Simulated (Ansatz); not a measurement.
Basis-set extrapolation for C$_{3}$H$_{6}$O, SMILES `CC1CO1` (PBE0-D4/def2-TZVP geometry, frozen core, Ansatz). Multiplicity 1, RHF reference.

```
                      def2-TZVPP   def2-QZVPP
                 HF  -191.988750  -191.997837
    MP2 correlation    -0.746749    -0.797643
CCSD(T) correlation    -0.807055      not run
```

Energies in hartree. Use E(X) = E(∞) + A·exp(−7.88·√X) for Hartree–Fock and E(X) = E(∞) + B·X^(−2.97) for correlation, with X = 3 and 4, and add CCSD(T) minus MP2 of the smaller set to the MP2 limit.

Q: What is the CCSD(T) energy at the basis-set limit?

A: HF limit: -191.997837 + (-0.009087) × 0.13774 = -191.99909. MP2 limit: -0.797643 + (-0.050894) × 0.74074 = -0.83534. Higher-order term: -0.807055 − (-0.746749) = -0.06031. Total: -192.89474 hartree, 62.1 kcal/mol below CCSD(T)/def2-TZVPP.
